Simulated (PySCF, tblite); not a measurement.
# C5H7O radical: geometry, infrared bands and EPR parameters

Aim: predict the infrared bands and EPR parameters of C5H7O radical (`C=C/C(C)=C\[O]`).

Computed with tblite 0.8.0 and PySCF 2.14.0, with density-fitted response routines of our own, on a single molecule in the gas phase. Atoms are numbered from 0 throughout.

### 1 The starting structure

13 atoms, charge 0, multiplicity 2; geometry from: force field or distance geometry start.

Bonds of the start (Å): C0–C1 1.36, C1–C2 1.45, C2–C3 1.50, C2–C4 1.36, C4–O5 1.27, C0–H6 1.08, C0–H7 1.08, C1–H8 1.08, C3–H9 1.10, C3–H10 1.10, C3–H11 1.11, C4–H12 1.10.

### 2 Optimising the geometry with GFN2-xTB

Job settings and geometry (Å):

```
{"job": {"kind": "relax", "xc": "GFN2-xTB", "basis": "xTB"}, "charge": 0, "multiplicity": 2}
C      1.764600    -1.029200     0.082300
C      1.110300     0.074700    -0.353000
C     -0.284200     0.399300    -0.139600
C     -1.154900    -0.560000     0.613700
C     -0.819900     1.552300    -0.623200
O     -0.340700     2.515000    -1.291000
H      1.261500    -1.804000     0.641400
H      2.816500    -1.145000    -0.131300
H      1.683500     0.813200    -0.903700
H     -2.194400    -0.224700     0.719600
H     -1.186200    -1.541600     0.116700
H     -0.774100    -0.710500     1.640400
H     -1.886400     1.661100    -0.389900
```

Command:

```sh
> OMP_NUM_THREADS=1 python probes_run.py task.json out
```

One launch serves the whole session: the jobs run in the order shown.

**Question.** This job is followed by: GFN2-xTB harmonic vibrations, gas phase; UKS B3LYP, pcH-1 on C H O, non-relativistic, mean-field spin-orbit, GIAO. Predict these results of the whole session: strongest single infrared mode (GFN2-xTB); zero-point energy (GFN2-xTB); g(iso) (B3LYP); ⟨S²⟩; largest a(iso) (averaged by class); surface potential, 1st and 99th percentile.

The runs gave:

| quantity | value |
| --- | --- |
| strongest single infrared mode (GFN2-xTB) | 1644 cm⁻¹, 270 km/mol |
| zero-point energy (GFN2-xTB) | 64.0 kcal/mol |
| g(iso) (B3LYP) | 2.00422 |
| ⟨S²⟩ | 0.777 (exact 0.75) |
| largest a(iso) (averaged by class) | 13C on C2, 49.9 MHz |
| surface potential, 1st and 99th percentile | -1.75 V and 1.09 V |

In words: Relaxing lowered the energy by 0.272 eV in 35 steps; the close pair that moved most is C2–C4, from 1.360 to 1.440 Å. No mode is imaginary among the 33: a minimum at this level. The strongest single mode, at 1644 cm⁻¹, moves mainly C4 and O5. Unscaled tight-binding wavenumbers are off by several per cent, some by more. Its intensities can rank the bands wrongly. The largest spin populations lie on C2 (0.59 e), C0 (0.49 e). The isotropic g lies 1.9 ppt above the free-electron value.
